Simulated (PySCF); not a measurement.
# Neon: a sound run and one with changed settings

Sound run: Ne [Ne], Ne⁺ [He] 2s2 2p5. Computed with PySCF 2.14 in cc-pVDZ (3s2p1d, 14 functions), with the non-relativistic Hamiltonian (point nucleus). In the sound run the correlated levels freeze 1s2. The sound run starts from symmetry-adapted Hartree-Fock orbitals and uses a fine grid where one is needed.

A second run was set up differently.

```tsv
species	method	sound run (hartree)	changed run (hartree)	converged
Ne	MP2	-128.67430	-128.62892	yes
Ne	CCSD(T)	-128.67884	-128.63273	yes
Ne⁺	MP2	-127.89985	-127.85252	yes
Ne⁺	CCSD(T)	-127.91114	-127.85914	yes
```

Ionisation energy of Ne:

| method | sound run (eV) | changed run (eV) |
| --- | --- | --- |
| UHF | 19.668 | 19.668 |
| MP2 | 21.074 | 21.127 |
| SCS-MP2 | 20.950 | 21.047 |
| CCSD | 20.889 | 21.043 |
| CCSD(T) | 20.890 | 21.051 |

Task: What was changed?
A. all electrons correlated in a valence basis
B. too few SCF iterations
C. minimal basis
D. a valence shell is frozen

Result: D. Freezing a valence shell removes pair correlation that changes on ionisation.
